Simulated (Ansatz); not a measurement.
## [SiH$_{3}$···H···H], doublet: reading a ladder of total energies

Geometry: a point of a hydrogen-transfer path between rigid fragments, not a stationary point.

```tsv
atom	x (Å)	y (Å)	z (Å)
Si	-0.1062	0.0000	0.0000
H	-0.6011	1.3997	0.0000
H	-0.6011	-0.6999	1.2122
H	-0.6011	-0.6999	-1.2122
H	2.0088	0.0000	0.0000
H	2.7538	0.0000	0.0000
```

Basis cc-pVTZ; Ansatz 0.2.0. Correlated methods freeze the noble-gas cores, which leaves 9 electrons in 99 orbitals. R marks a restricted (for open shells ROHF) determinant, U an unrestricted one.

Full CI isn't at hand for all of this; UCCSDT(Q) serves as the reference, and is uncertain by about the last step of the cluster series.

Runs differ by some tens of microhartree through their thresholds and, for an open shell, their frozen cores, so steps under 0.03 kcal/mol mean nothing.

```csv
level,total energy (hartree)
UHF,-291.753342
UMP2,-291.907438
UCCSD,-291.941459
UCCSD(T),-291.945650
UCCSDT,-291.946538
UCCSDT(Q),-291.946648
```

Question: What is the correlation energy at UCCSDT(Q), and what share of it do UMP2 and UCCSD recover?

Answer: E(corr) = -291.946648 − (-291.753342) = -0.193306 hartree = -5.260 eV. UMP2: -0.154096 / -0.193306 = 79.72 %. UCCSD: -0.188117 / -0.193306 = 97.32 %.

Question: By how many kcal/mol does UCCSD(T) miss UCCSDT(Q) (1 hartree = 627.509 kcal/mol), and which steps make up the rest?

Answer: -291.945650 − (-291.946648) = 0.000998 hartree = 0.63 kcal/mol. Steps: UCCSDT − UCCSD(T) = -0.56, UCCSDT(Q) − UCCSDT = -0.07 kcal/mol. That is within 1 kcal/mol of the reference in this basis, which itself misses far more of the correlation at the basis-set limit.
